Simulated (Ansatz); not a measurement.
Solid chlorine, treated with PBE (PAW; Ansatz, a first-principles code).

Settings: plane-wave cutoff 520 eV, 10×10×4 k mesh (along the axes of the cell as run), Fermi–Dirac smearing 0.01 eV, scalar-relativistic PAW data made under PBE.

Properties against volume:

Shape and atoms are relaxed at each volume.

| V (Å³/atom) | P (GPa) | direct gap at Γ (eV) | c (Å) | a (Å) |
|---|---|---|---|---|
| 34.371 | 0.06 | 2.280 | 8.319 | 7.747 |
| 35.087 | 0.03 | 2.287 | 8.332 | 7.876 |
| 35.803 | -0.01 | 2.301 | 8.335 | 7.998 |
| 36.519 | -0.02 | 2.312 | 8.335 | 8.135 |
| 37.235 | -0.04 | 2.310 | 8.350 | 8.282 |

The gap at Γ does not follow one straight line over these volumes.

Note: for a layered or molecular solid the relaxed cell lies over 5 % above the published volume, where the minimum can be shallow; the cell comes from a level without a dispersion term, which matters for the spacing of layers, chains or molecules; the bulk modulus comes from volumes at which shape and atoms were relaxed.
